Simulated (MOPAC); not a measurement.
MOPAC input (PM7):

```
PM7 1SCF GEO-OK AUX(PRECISION=9) THREADS=1
C3H4

C    -0.00541272 1    0.00514807 1    0.86088345 1
C    -0.00020344 1   -0.64634739 1   -0.49579893 1
C     0.00648613 1    0.64037189 1   -0.50345144 1
H     0.90225350 1    0.00400638 1    1.46236727 1
H    -0.92057007 1    0.01341463 1    1.45085018 1
H    -0.00162276 1   -1.57792247 1   -1.03216063 1
H     0.01471952 1    1.56546606 1   -1.05085530 1
```

From the last part of the output:

```
                                                       MOPAC v23.2.5 Linux

          FINAL HEAT OF FORMATION =         69.60875 KCAL/MOL =     291.24302 KJ/MOL

          COSMO AREA              =         83.25 SQUARE ANGSTROMS
          COSMO VOLUME            =         66.14 CUBIC ANGSTROMS

          IONIZATION POTENTIAL    =         10.273787 EV
          HOMO LUMO ENERGIES (EV) =        -10.274  0.776
          NO. OF FILLED LEVELS    =          8
          MOLECULAR WEIGHT        =         40.0646         POINT GROUP:  C2v

          MOLECULAR DIMENSIONS (Angstroms)

            Atom       Atom       Distance
            H     7    H     6     3.14349
            H     6    H     5     2.65928
            H     4    H     6     1.71247

          SCF CALCULATIONS        =          1

   ATOM   CHEMICAL          X               Y               Z
  NUMBER   SYMBOL      (ANGSTROMS)     (ANGSTROMS)     (ANGSTROMS)

     1       C         -0.00541272  *   0.00514807  *   0.86088345  *
     2       C         -0.00020344  *  -0.64634739  *  -0.49579893  *
     3       C          0.00648613  *   0.64037189  *  -0.50345144  *
     4       H          0.90225350  *   0.00400638  *   1.46236727  *
     5       H         -0.92057007  *   0.01341463  *   1.45085018  *
     6       H         -0.00162276  *  -1.57792247  *  -1.03216063  *
     7       H          0.01471952  *   1.56546606  *  -1.05085530  *

                             CARTESIAN COORDINATES

   1    C       -0.005412720     0.005148070     0.860883450
   2    C       -0.000203440    -0.646347390    -0.495798930
   3    C        0.006486130     0.640371890    -0.503451440
   4    H        0.902253500     0.004006380     1.462367270
   5    H       -0.920570070     0.013414630     1.450850180
   6    H       -0.001622760    -1.577922470    -1.032160630
   7    H        0.014719520     1.565466060    -1.050855300

           Empirical Formula: C3 H4  =     7 atoms

      MOLECULAR POINT GROUP   :   C2v

                  EIGENVALUES
 -30.58717 -21.03161 -19.54334 -16.35048 -15.35444 -12.92712 -11.40708 -10.27379
   0.77612   2.57441   4.03667   5.37936   5.82078   5.83667   5.86169   6.37200

              NET ATOMIC CHARGES AND DIPOLE CONTRIBUTIONS

  ATOM NO.   TYPE          CHARGE      No. of ELECS.   s-Pop       p-Pop
    1          C          -0.338097        4.3381     1.04809     3.29001
    2          C          -0.172996        4.1730     1.09139     3.08160
    3          C          -0.172996        4.1730     1.09139     3.08160
    4          H           0.152600        0.8474     0.84740
    5          H           0.152600        0.8474     0.84740
    6          H           0.189445        0.8106     0.81056
    7          H           0.189445        0.8106     0.81056
 DIPOLE           X         Y         Z       TOTAL
 POINT-CHG.     0.002    -0.002    -0.328     0.328
 HYBRID        -0.000     0.000     0.010     0.010
 SUM            0.002    -0.002    -0.318     0.318

          ATOMIC ORBITAL ELECTRON POPULATIONS

     Atom    s        px        py        pz
    1  C   1.04809   1.16818   1.17675   0.94508
    2  C   1.09139   0.99374   1.05533   1.03254
    3  C   1.09139   0.99373   1.05611   1.03176
    4  H   0.84740
    5  H   0.84740
    6  H   0.81056
    7  H   0.81056

 **********************
 *                    *
 * JOB ENDED NORMALLY *
 *                    *
 **********************

 == MOPAC DONE ==
```
